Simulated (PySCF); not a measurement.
B3LYP has the VWN-RPA correlation part, as in Gaussian. Delta-SCF ions had no search for a lower state. Excitations are Tamm–Dancoff values on a coarser integration grid. The basis has no diffuse functions, so Rydberg states are missing or too high.

# BF3, SMILES `FB(F)F` (charge 0, multiplicity 1)

Computed with PySCF with B3LYP-D3(BJ)/def2-TZVP.

```
Item                                                            Result
--------------------------------------  ------------------------------
HOMO                                                         -11.90 eV
dipole moment                                                0.000 e·Å
HOMO–LUMO gap                                                 11.93 eV
LUMO                                                           0.03 eV
S1 excitation (TDA)                                           10.48 eV
S1 oscillator strength                                           0.000
T1 excitation (TDA)                                           10.23 eV
S1–T1 gap (TDA)                                                0.25 eV
vertical ionisation energy (Delta-SCF)                        15.21 eV
total energy                                               -8835.98 eV
cost                                    around 50 core-seconds (rough)
```

```xyz
4

F      1.1771    -0.5820     0.0820
B      0.0000     0.0000     0.0000
F     -1.0915    -0.7309    -0.0752
F     -0.0857     1.3129    -0.0068
```
